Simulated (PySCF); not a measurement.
A made-up structure of LiBH2O, closed shell:

```
atom    x (Å)    y (Å)    z (Å)
 Li1  -0.3316  -1.4542   2.1547
  O2  -0.1018  -0.4462   0.6613
  B3   0.0843   0.3698  -0.5480
  H4  -0.3329  -0.0691  -1.7752
  H5   0.6819   1.5997  -0.4929
```

It is relaxed with PBE-D4/def2-SVP and then PBE0-D4/def2-TZVP (PySCF 2.14 with density fitting (its default auxiliary sets; JK sets also for MP2 and CCSD(T))). Atoms count as bonded within 1.22 times the sum of their covalent radii (H–H: 0.88 Å). The end point is not checked to be a true minimum.

Problem. Does its bonding change? (Judge from chemistry; the calculation decides.)

Solution. Computed: No: no bond forms or breaks.

Where it ends: The first stage lowers the energy by 0.90 eV in 8 steps. It ends as LiBH₂O ([Li][O][BH2]):
```
atom    x (Å)    y (Å)    z (Å)
 Li1  -0.2988  -1.2955   1.9317
  O2  -0.0934  -0.3972   0.5970
  B3   0.0731   0.3299  -0.4837
  H4  -0.2996  -0.0633  -1.5789
  H5   0.6072   1.4278  -0.4360
```

Labels in which every atom is bracketed show which atoms are joined, not bond orders.

For scale, one of the runs: PBE0-D4/def2-TZVP relaxation, 88 basis functions, launched by `OMP_NUM_THREADS=2 python run.py`. The run took 13 s on 2 CPU threads of an AMD EPYC 9B14 (shared host), with 0.86 GiB of host memory at its peak.
